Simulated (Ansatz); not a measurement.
# SiCO+ (quartet): wave-function methods side by side, def2-QZVPP

An exercise on one series of results from a longer session: the logs are not shown, and one member is left open.

The runs use Ansatz 0.2.0, Gaussian basis; def2-QZVPP, core rule «outside noble gas», up to 7 orbitals frozen.

Plan: UHF; ROHF; CCSD(T) on UHF.

2 further runs of the same task are left out: 2 set aside as unsound or not needed.

## What is computed

The geometry is a PBE0/def2-TZVP stationary point (not a proven minimum) of the parent state, kept for this charge and spin.

3 atoms, charge 1, spin multiplicity 4.

Atoms are counted from 1 here; the program's logs count them from 0.

Bond lengths: C1–Si2 1.836 Å, Si2–O3 1.510 Å. Angles: C1–Si2–O3 180.0°.

Set-up of the first run:

Contents of in.yaml:

```yaml
crystal:
  periodic: [false, false, false]
  atoms:
    - {symbol: C, position_ang: [0.000000, 0.000000, 1.727200]}
    - {symbol: Si, position_ang: [0.000000, 0.000000, -0.108700]}
    - {symbol: O, position_ang: [0.000000, 0.000000, -1.618500]}
basis:
  gaussian: {orbitals: "def2-QZVPP.json"}
total_charge: 1
magnetization: {spin_polarized: true, initial_magnetization: 3}
hamiltonian: {xc: hf}
output: {orbitals: {seedname: orbitals}}
```

Command:

```console
$ ansatz run in.yaml --threads 1 --pin off --events-out ev --progress --plain --max-ram 2393MiB
```

Among the steps run: UHF; ROHF; CCSD(T) on UHF.

One of the session's tables, all rows but one given; the rest of the session is left out.

```
  method  from UCCSD(T) (kcal/mol)
    ROHF                         ?
     UHF                   +285.52
    UMP2                    +18.32
   UCCSD                    +16.01
UCCSD(T)                         0
```

Estimate the missing values for ROHF.

As computed: from UCCSD(T) (kcal/mol): +286.83. In the column «from UCCSD(T) (kcal/mol)» it is the highest.
